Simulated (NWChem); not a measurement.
# Basis-set convergence for chloromethane (CH₃Cl)

SMILES: CCl
```xyz
5

C      1.1279    -0.0568     0.0000
Cl    -0.6610     0.0333     0.0000
H      1.4635    -0.5967     0.9046
H      1.4635    -0.5967    -0.9046
H      1.5423     0.9682     0.0000
```
Charge 0, spin multiplicity 1.

The numbers come from NWChem runs, not from measurements. The geometry was optimised at PBE/def2-SVP, a minimum by its harmonic frequencies.

Quantity: LUMO energy at the level PBE.

The Pople sets run with spherical d functions.

```tsv
basis	functions	LUMO energy (eV)
STO-3G	17	2.95
pcseg-1	47	-0.45
def2-SVPD	71	-0.66
6-311++G**	73	-0.84
aug-cc-pVDZ	77	-0.85
cc-pVTZ	106	-0.44
def2-TZVPP	115	-0.41
aug-cc-pVTZ	165	-0.87
cc-pVQZ	204	-0.61
def2-QZVP	217	-0.70
```

Smallest basis within 0.2 eV of def2-QZVP, the largest set run: def2-SVPD, with 71 functions against 217 and about 3 % of the time (also within reach: 6-311++G**, aug-cc-pVDZ, aug-cc-pVTZ, cc-pVQZ). def2-QZVP isn't the basis-set limit itself, and a small set can land close by cancellation.
